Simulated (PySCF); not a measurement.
**Where the electron goes**

C6H9 (charge +1).
Cartesian coordinates in Å at the PBE0-D3(BJ)/def2-SVP level; atoms count from 1:
```
atom  x, y, z in Å
C1     2.9666   -1.2299   -1.0150
C2     1.8781   -0.7723   -0.7039
C3     0.6503   -0.2304   -0.3427
C4     0.6124    1.0796    0.3058
C5    -0.5772   -0.9934   -0.6196
C6    -1.9058   -0.3941   -0.2148
H7     3.9292   -1.6388   -1.2919
H8     0.1096    0.9596    1.2865
H9     1.5927    1.5508    0.4286
H10   -0.0804    1.7346   -0.2569
H11   -0.4124   -1.9990   -0.1747
H12   -0.5366   -1.2387   -1.7036
H13   -1.9691   -0.2240    0.8701
H14   -2.7152   -1.0848   -0.4854
H15   -2.1031    0.5584   -0.7286
```

Method: TDDFT CAM-B3LYP/def2-SVPD, vertical, gas phase, core orbitals frozen in the response in PySCF.

Frontier orbitals with the atoms that hold most of them (Löwdin shares over 4%, at most four atoms; ? is withheld):

| orbital | ε (eV) | atoms |
| --- | --- | --- |
| LUMO+2 | -2.93 | C2 16%, C5 13%, C1 12%, C3 12% |
| LUMO+1 | -3.47 | C1 37%, C2 32%, H7 8%, C3 7% |
| LUMO | ? | ? |
| HOMO | -15.22 | ? |
| HOMO-1 | -15.54 | C2 28%, C1 23%, C6 11%, C5 10% |
| HOMO-2 | -16.45 | C6 36%, C5 15%, H14 14%, H13 8% |
| HOMO-3 | -16.64 | C6 24%, C2 13%, H15 10%, H13 10% |

(1) Which atoms hold the LUMO, and with what shares?

(2) Give the leading atoms of the HOMO.

(3) What is the LUMO energy, and the HOMO–LUMO gap?

Results:

(1) C3 (bonded to 3 C) 37%; C1 (bonded to C and H) 22%; C2 (bonded to 2 C) 12%; C4 (bonded to C and 3 H) 7%.

(2) C1 (bonded to C and H) 42%; C2 (bonded to 2 C) 37%; C3 (bonded to 3 C) 6%.

(3) ε(LUMO) = -7.86 eV; the gap is 7.36 eV (0.2706 hartree).

Problem. The HOMO–LUMO gap is 7.36 eV. Where does the response calculation put the lowest singlet, and from which orbitals?

Solution. S1 is at 3.06 eV (f = 0.0000), 4.31 eV below the gap, made of HOMO→LUMO (98%). 

Problem. Give energy, strength and leading configuration of S1, S2 and S3, and follow the Löwdin shares of the leading atoms from the occupied to the empty orbital.

Solution. 
- S1 (3.06 eV, f 0.0000), HOMO→LUMO (98%): C1 42% → 22%, C2 37% → 12%, C3 6% → 37%
- S2 (4.74 eV, f 0.221), HOMO-1→LUMO (92%): C2 28% → 12%, C1 23% → 22%, C3 at most 10% → 37%
- S3 (5.30 eV, f 0.0011), HOMO-2→LUMO (84%): C6 36% → at most 7%, C5 15% → at most 7%, C3 at most 8% → 37%, C1 at most 8% → 22%

Rough CPU time on one thread of a shared machine: about 50 s.

One conformer stands for the species.
